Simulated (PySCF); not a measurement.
How well do the runs reproduce experiment for formamide?

**Experimental background.**

From NIST CCCBDB Release 22 (SRD 101), experimental polarizabilities, for the gas: mean polarisability 4.08 Å³.

The results are set against them at the end.

Compound: formamide, CH3NO.
Atom-mapped SMILES: `[NH2:1][CH:2]=[O:3]` (hydrogens: H4, H5 on N1; H6 on C2)

Geometry (GFN2-xTB, Å), atoms numbered from 1 in this order:
```
atom  x, y, z in Å
N1    -0.6804   -0.0528    0.0628
C2     0.6554    0.0513   -0.0700
O3     1.4143   -0.8789   -0.1149
H4    -1.0893   -0.9712    0.1314
H5    -1.2826    0.7488    0.1034
H6     0.9858    1.1048   -0.1343
```

Runs made with PySCF (gas phase, on this GFN2-xTB geometry; no spin–orbit coupling):

```json
{"level": "B3LYP/def2-SVPD", "job": "8 singlets by full TDDFT, 3 Tamm–Dancoff triplets, polarisability", "basis functions": "87", "wall time": "6.2 s"}
```

Hardware: one thread, x86-64 server, no GPU, on a shared host.

Results beside the measurements:

**Mean polarisability.** Measured: 4.08 Å³ (NIST CCCBDB Release 22 (SRD 101), experimental polarizabilities).

```tsv
level	computed (Å³)	computed − measured (Å³)	% (from the printed values)
B3LYP/def2-SVPD	4.01	-0.07	-2
```

The computed values are static and purely electronic, with core orbitals frozen in the response (1 au = 0.148185 Å³). The table of measured values doesn't say here whether a value is static or optical, or holds a vibrational part. The measurement averages over conformers, the calculation has one.

The geometry is computed, not the measured one. Where a level misses, the cause wasn't examined.
